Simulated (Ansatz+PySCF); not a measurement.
doublet C₂H₂F: levels of theory in one basis

```xyz
5

F     0.0000   -0.0945   -1.8536
C     0.0000    0.5047   -0.6839
C     0.0000    0.0054    0.5087
H     0.0000    0.6567    1.3707
H     0.0000   -1.0723    0.6580
```

Basis set: cc-pVTZ (spherical functions). Frozen core: 3 orbitals. Correlation on ROHF uses semicanonical orbitals with singles. Charge 0, multiplicity 2.

Computed with Ansatz (development build ahead of 0.2.0) and PySCF 2.14.0; each method stands on the lowest determinant of its kind that the runs found.

| method | E − E(ROHF) (eV) | <S²> of the determinant |
| --- | --- | --- |
| ROHF | 0.00 | 0.75 |
| UHF | -0.19 | 0.90 |
| ROHF-MP2 | -14.75 | – |
| ROHF-CCSD(T) | -15.87 | – |

Q: What does UHF-MP2 give on the same scale?

A: -14.57 eV.

Caution for UHF, UHF-MP2: the unrestricted determinant is spin contaminated. Caution for ROHF-MP2, UHF-MP2: forces differ strongly between restricted and unrestricted references.
